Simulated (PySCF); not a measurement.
# Simulated absorption spectrum

Species: cyclobutadiene, C₄H₄.
SMILES: `C1=CC=C1`

Theory: TDDFT CAM-B3LYP/def2-SVPD, vertical, gas phase, core orbitals frozen in the response (PySCF 2.14.0, density-fitted response routines). Isolated species at its GFN2-xTB geometry, gas phase.

Computed states:

```
state  E (eV)       f
   S1    2.62  0.0000
   S2    5.52  0.0006
   S3    5.76  0.0000
   S4    5.97   0.026
   S5    6.20  0.0000
   S6    6.84   0.017
   S7    7.09  0.0000
   S8    7.23  0.0000
```

Each state is given a Gaussian of 0.5 eV full width at half maximum, with ε(max) = 2.175×10⁸ f / Δν̃ (Δν̃ the width in cm⁻¹). The cross-section is σ = 3.8235×10⁻²¹ ε cm², given in Mb (10⁻¹⁸ cm²). The width is an assumption, not a result. The curve ends short of the highest state used, and states not computed would add to its high-energy end.

(1) Give the broadened spectrum and its maxima.

(2) Does any computed singlet lie in the visible range?

(3) On this curve, what absorbance would a 10⁻⁴ mol/L sample give at 193 nm over a 1 cm path?

(4) Coming from long wavelengths, where does ε first pass 100 L mol⁻¹ cm⁻¹?

Answers

(1) 
```json
{"E (eV)": "1.87", "σ (Mb)": "0.00"}
{"E (eV)": "2.03", "σ (Mb)": "0.00"}
{"E (eV)": "2.20", "σ (Mb)": "0.00"}
{"E (eV)": "2.36", "σ (Mb)": "0.00"}
{"E (eV)": "2.53", "σ (Mb)": "0.00"}
{"E (eV)": "2.69", "σ (Mb)": "0.00"}
{"E (eV)": "2.85", "σ (Mb)": "0.00"}
{"E (eV)": "3.02", "σ (Mb)": "0.00"}
{"E (eV)": "3.18", "σ (Mb)": "0.00"}
{"E (eV)": "3.35", "σ (Mb)": "0.00"}
{"E (eV)": "3.51", "σ (Mb)": "0.00"}
{"E (eV)": "3.68", "σ (Mb)": "0.00"}
{"E (eV)": "3.84", "σ (Mb)": "0.00"}
{"E (eV)": "4.01", "σ (Mb)": "0.00"}
{"E (eV)": "4.17", "σ (Mb)": "0.00"}
{"E (eV)": "4.33", "σ (Mb)": "0.00"}
{"E (eV)": "4.50", "σ (Mb)": "0.00"}
{"E (eV)": "4.66", "σ (Mb)": "0.00"}
{"E (eV)": "4.83", "σ (Mb)": "0.00"}
{"E (eV)": "4.99", "σ (Mb)": "0.01"}
{"E (eV)": "5.16", "σ (Mb)": "0.04"}
{"E (eV)": "5.32", "σ (Mb)": "0.14"}
{"E (eV)": "5.48", "σ (Mb)": "0.51"}
{"E (eV)": "5.65", "σ (Mb)": "1.84"}
{"E (eV)": "5.81", "σ (Mb)": "4.13"}
{"E (eV)": "5.98", "σ (Mb)": "5.45"}
{"E (eV)": "6.14", "σ (Mb)": "3.99"}
{"E (eV)": "6.31", "σ (Mb)": "1.69"}
{"E (eV)": "6.47", "σ (Mb)": "1.13"}
{"E (eV)": "6.63", "σ (Mb)": "2.24"}
```

Maxima: 208 nm (5.97 eV), ε about 1400, made up of S4 (100%) (ε in L mol⁻¹ cm⁻¹; maxima over ε = 5, shares over 10%). At its high-energy end, 6.63 eV, the curve is still rising (ε about 590, from S6).

(2) S1 lies in the visible range (380 to 750 nm), at 473 nm, dark in the vertical dipole picture (f under 0.0005); light of that wavelength is blue, and its complementary colour is yellow.

(3) 193 nm is 6.424 eV, where ε is about 280 L mol⁻¹ cm⁻¹, so A = ε c l ≈ 0.028 (Beer–Lambert, with the gas-phase spectrum and the assumed width).

(4) At about 228 nm (5.45 eV), 2.83 eV above S1.
